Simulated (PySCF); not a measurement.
Molfile (atoms numbered from 1):
```
H7NPSi
     RDKit          3D

 10  9  0  0  0  0  0  0  0  0999 V2000
   -1.7192   -0.6878   -0.0278 N   0  0  0  0  0  0  0  0  0  0  0  0
   -0.7137    0.6432   -0.2451 Si  0  0  0  0  0  4  0  0  0  0  0  0
    1.5438   -0.0067    0.1859 P   0  0  0  0  0  0  0  0  0  0  0  0
   -1.9946   -1.3098   -0.7811 H   0  0  0  0  0  0  0  0  0  0  0  0
   -2.1744   -0.9095    0.8520 H   0  0  0  0  0  0  0  0  0  0  0  0
   -0.5582    1.0701   -1.6538 H   0  0  0  0  0  0  0  0  0  0  0  0
   -0.8416    1.6925    0.7912 H   0  0  0  0  0  0  0  0  0  0  0  0
    2.0585   -0.9498   -0.7324 H   0  0  0  0  0  0  0  0  0  0  0  0
    1.7304   -0.6247    1.4430 H   0  0  0  0  0  0  0  0  0  0  0  0
    2.4974    1.0382    0.1722 H   0  0  0  0  0  0  0  0  0  0  0  0
  1  2  1  0
  2  3  1  0
  1  4  1  0
  1  5  1  0
  2  6  1  0
  2  7  1  0
  3  8  1  0
  3  9  1  0
  3 10  1  0
M  CHG  1   3   1
M  END
```

Geometry: PBE0-D3(BJ)/def2-SVP; GIAO shifts from PySCF 2.14.0 with density-fitted response routines, gas phase, non-relativistic, averaged over equivalent atoms.

At PBE0/pcSseg-1 (100 basis functions, 13 s wall time on 1 thread of an Intel Xeon Platinum 8259CL, shared host):
```tsv
atoms	δ (ppm)
N1	17.3
Si2	-35.4
P3	-179.5
H6/H7	5.77
H8/H9/H10	4.86
H4/H5	1.99
```

Chemical shifts δ = σref − σ; ¹⁵N (σ = 265.67 ppm) vs NH3; TMS for ²⁹Si (σ = 351.99 ppm), ¹H (σ = 31.27 ppm); ³¹P (σ = 310.13 ppm) vs H3PO4, all at this level.

Predict the values at B3LYP/pcSseg-2 on the same geometry.

Results:


```tsv
atoms	δ at B3LYP/pcSseg-2	change
N1	16.6	-0.7
Si2	-41.5	-6.1
P3	-162.9	+16.6
H6/H7	5.76	-0.01
H8/H9/H10	4.83	-0.03
H4/H5	2.07	+0.08
```

δ = σ(ref) − σ, references computed at the same level: ¹⁵N (σ = 258.52 ppm) vs NH3; ²⁹Si (σ = 324.61 ppm) and ¹H (σ = 31.39 ppm) against TMS; ³¹P (σ = 283.32 ppm) against H3PO4.

The largest change is at P3 (phosphorus bonded to Si, 3 H). Cost: 220 basis functions, 22 s wall time on 1 thread of an Intel Xeon Platinum 8259CL, shared host.

Experimental scales use liquid or dissolved standards, which lie at an offset from isolated NH3 (liquid NH3: subtract about 20 ppm) and H3PO4.
